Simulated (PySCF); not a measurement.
Calculation: PBE-D3(BJ)/def2-TZVP // B3LYP-D3(BJ)/def2-SVP run with PySCF. All species are isolated molecules in the gas phase. 

Reference species (SMILES): `N` (neutral, multiplicity 1).

The dipole moment comes out as 1.75 D, the HOMO is -6.07 eV and the HOMO–LUMO gap is 6.26 eV.

Changed species: `N(C)(C)C` (free base N(CH3)3; the reference has free base NH3).

Question: Predict the effect on the dipole moment, HOMO and HOMO–LUMO gap.

Answer: the dipole moment drops by 1.41 D, to 0.34 D; the HOMO goes up by 1.33 eV, to -4.74 eV; the HOMO–LUMO gap falls by 1.16 eV, to 5.10 eV.
